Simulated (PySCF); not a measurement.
Species: boranamine, BH4N.
Atom-mapped SMILES: `[BH2:1][NH2:2]` (hydrogens: H3, H4 on B1; H5, H6 on N2)

Structure used (PBE0-D3(BJ)/def2-SVP), in Å, numbered top down from 1:
```xyz
6
BH4N angstrom
B     -0.6694    0.0209   -0.0276
N      0.7157   -0.0531   -0.0094
H     -1.3137   -1.0034   -0.0309
H     -1.2013    1.1077   -0.0398
H      1.3135    0.7633   -0.0059
H      1.2247   -0.9275    0.0013
```

Computed with PySCF at CAM-B3LYP/def2-SVPD, non-relativistic, on one gas-phase PBE0-D3(BJ)/def2-SVP geometry that isn't relaxed in the solvent. The solvent is an IEF-PCM continuum (van der Waals radii × 1.2), and excitations are vertical TDDFT with non-equilibrium linear response and a frozen core. Specific hydrogen bonds and non-electrostatic terms are outside this model.

Gas-phase singlets (H = HOMO, L = LUMO):

| state | E (eV) | λ (nm) | f | leading configurations |
| --- | --- | --- | --- | --- |
| S1 | 7.221 | 172 | 0.000 | H-1→L+1 99% |
| S2 | 7.763 | 160 | 0.051 | H→L 92% |
| S3 | 8.334 | 149 | 0.228 | H→L+1 96% |
| S4 | 8.476 | 146 | 0.031 | H-1→L 97% |
| S5 | 9.228 | 134 | 0.000 | H→L+3 98% |

Give the list for benzene (ε = 2.271), n² = 2.25.

```
state  E (eV)  λ (nm)      f  leading configurations  change by rank (eV)
   S1   7.200     172  0.000             H-1→L+1 99%               -0.021
   S2   7.826     158  0.070       H→L 89%, H→L+2 9%               +0.063
   S3   8.096     153  0.290               H→L+1 96%               -0.238
   S4   8.558     145  0.056               H-1→L 97%               +0.082
   S5   9.379     132  0.000               H→L+3 97%               +0.151
```

Give the list for tetrahydrofuran (ε = 7.426), n² = 1.97.

```
state  E (eV)  λ (nm)      f  leading configurations  change by rank (eV)
   S1   7.215     172  0.000             H-1→L+1 99%               -0.006
   S2   7.900     157  0.074      H→L 87%, H→L+2 11%               +0.137
   S3   8.059     154  0.280               H→L+1 96%               -0.275
   S4   8.638     144  0.066               H-1→L 97%               +0.162
   S5   9.391     132  0.052  H-2→L+1 84%, H→L+2 10%               +0.163
```

How do the frontier levels move from gas to tetrahydrofuran?

| orbital | gas (eV) | solvent (eV) | change (eV) |
| --- | --- | --- | --- |
| LUMO+2 | 2.36 | 2.43 | +0.07 |
| LUMO+1 | 1.34 | 1.30 | -0.04 |
| LUMO | 1.12 | 1.29 | +0.17 |
| HOMO | -10.20 | -10.06 | +0.14 |
| HOMO-1 | -10.41 | -10.45 | -0.04 |
| HOMO-2 | -12.54 | -12.56 | -0.02 |
| HOMO-3 | -15.95 | -15.69 | +0.26 |

The HOMO–LUMO gap goes from 11.33 to 11.34 eV. Rows go by rank; for LUMO and LUMO+1 the atom shares or the degeneracy differ between the runs, so the row needn't follow one orbital.

Hardware: one thread, AMD EPYC 9R14 (x86_64), shared host. Cost: 1.4 s wall, 0.35 GiB resident at most. This is the whole response run at CAM-B3LYP/def2-SVPD in tetrahydrofuran, SCF included.
